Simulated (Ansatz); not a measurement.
**BSiH₂+ (singlet): the correlation ladder, cc-pVTZ**

An exercise on one series of results from a longer session: the logs are not shown, and one member is left open.

Program: Ansatz 0.2.0, Gaussian basis. Level of theory: cc-pVTZ, core rule «outside noble gas», up to 6 orbitals frozen. These are calculated values, not measurements.

To be run: UHF; CCSD(T) on RHF; CCSD(T) on UHF; BCCD(T) on RHF; CCSDT(Q) on RHF; CCSDT(Q) on UHF; CASSCF and MRCISD+Q, 8 electrons in 10 orbitals; CASSCF and NEVPT2, 8 electrons in 10 orbitals.

5 further runs of the same task are left out: 5 set aside as unsound or not needed.

### The system

The geometry is a PBE0/def2-TZVP stationary point (not a proven minimum) of the parent state, kept for this charge and spin.

4 atoms, charge 1, spin multiplicity 1.

Atoms are counted from 1 here; the program's logs count them from 0.

Bond lengths: Si1–B2 1.844 Å, B2–H3 1.322 Å, B2–H4 1.185 Å. Angles: Si1–B2–H3 66.1°, Si1–B2–H4 177.9°, H3–B2–H4 116.0°.

The first run:

in.yaml reads:

```yaml
crystal:
  periodic: [false, false, false]
  atoms:
    - {symbol: Si, position_ang: [0.000000, -0.005322, 0.594837]}
    - {symbol: B, position_ang: [0.000000, -0.077872, -1.247918]}
    - {symbol: H, position_ang: [0.000000, 1.150544, -0.760155]}
    - {symbol: H, position_ang: [0.000000, -0.167010, -2.429569]}
basis:
  gaussian: {orbitals: cc-pVTZ}
total_charge: 1
magnetization: {spin_polarized: true, initial_magnetization: 0}
hamiltonian: {xc: hf}
output: {orbitals: {seedname: orbitals}}
```

Started as:

```
$ ansatz run in.yaml --threads 1 --pin off --events-out ev --progress --plain --max-ram 2560MiB --backend cpu
```

Among the steps run: UHF; CCSD(T) on RHF; CCSD(T) on UHF; BCCD(T) on RHF; CCSDT(Q) on RHF; CCSDT(Q) on UHF; CASSCF and MRCISD+Q, 8 electrons in 10 orbitals; CASSCF and NEVPT2, 8 electrons in 10 orbitals.

One table of the session follows, with a row left open; its other results are not shown here.

It belongs to the step «Misses and costs». 

| method | from RCCSDT(Q) (kJ/mol) |
| --- | --- |
| RHF | +547.8 |
| UHF | +525.6 |
| RMP2 | +114.7 |
| UMP2 | ? |
| RCCSD | +22.4 |
| UCCSD | +25.0 |
| RCCSD(T) | +4.1 |
| UCCSD(T) | +6.3 |
| BCCD(T) | +4.0 |
| RCCSDT | +1.0 |
| UCCSDT | +1.5 |
| RCCSDT(Q) | 0 |
| UCCSDT(Q) | +0.2 |
| CASSCF valence | +289.9 |
| NEVPT2 valence | +78.5 |
| MRCISD valence | +17.7 |
| MRCISD+Q valence | +3.8 |

Estimate the missing values for UMP2.

**Answer.** from RCCSDT(Q) (kJ/mol): +129.2. In the column «from RCCSDT(Q) (kJ/mol)» it lies between RMP2 (+114.7) and CASSCF valence (+289.9).

Caveats from the session: The determinant is far from a pure spin state, so its energy mixes those of several spin states (harmless only where they are near-degenerate, as at dissociation). Restricted and unrestricted rows rest on different reference determinants; where their highest levels disagree by more than a few hundredths of an eV, they describe different states and don't form one ladder.
